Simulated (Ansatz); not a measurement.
# Worked example: correlation energy of H₂Si–AlH₂, quartet

Geometry: that of the H2Si–AlH2, doublet, kept fixed. The doublet lies 3.8 eV lower here.

```xyz
6

Si    0.0000   -0.0707    1.2015
Al    0.0000    0.0325   -1.2382
H     1.2043    0.4912    1.8823
H    -1.2043    0.4912    1.8823
H     0.0000    1.4238   -2.0084
H     0.0000   -1.3073   -2.0883
```

Basis cc-pVDZ; Ansatz 0.2.0. Only valence electrons are correlated (noble-gas cores frozen), which leaves 11 electrons in 46 orbitals. R marks a restricted (for open shells ROHF) determinant, U an unrestricted one.

Full CI isn't at hand for all of this; UCCSDT(Q) serves as the reference, and is uncertain by the last step of the cluster series or more.

UCCSD has a T1 diagnostic of 0.029 and a largest doubles amplitude of 0.05.

Runs differ by some tens of microhartree through their thresholds and, for an open shell, their frozen cores, so steps under 0.03 kcal/mol mean nothing.

| level | total energy (hartree) |
| --- | --- |
| UHF | -532.984075 |
| UMP2 | -533.126879 |
| UCCSD | -533.171411 |
| UCCSD(T) | -533.176513 |
| UCCSDT | -533.178263 |
| UCCSDT(Q) | -533.178458 |

Question: What is the correlation energy at UCCSDT(Q), and what share of it do UMP2 and UCCSDT recover?

Answer: E(corr) = -533.178458 − (-532.984075) = -0.194383 hartree = -5.289 eV. UMP2: -0.142804 / -0.194383 = 73.47 %. UCCSDT: -0.194188 / -0.194383 = 99.90 %.

Question: By how many kcal/mol does UCCSD(T) miss UCCSDT(Q) (1 hartree = 627.509 kcal/mol), and which steps make up the rest?

Answer: -533.176513 − (-533.178458) = 0.001945 hartree = 1.22 kcal/mol. Steps: UCCSDT − UCCSD(T) = -1.10, UCCSDT(Q) − UCCSDT = -0.12 kcal/mol. Differences between like states or geometries often cancel part of this.
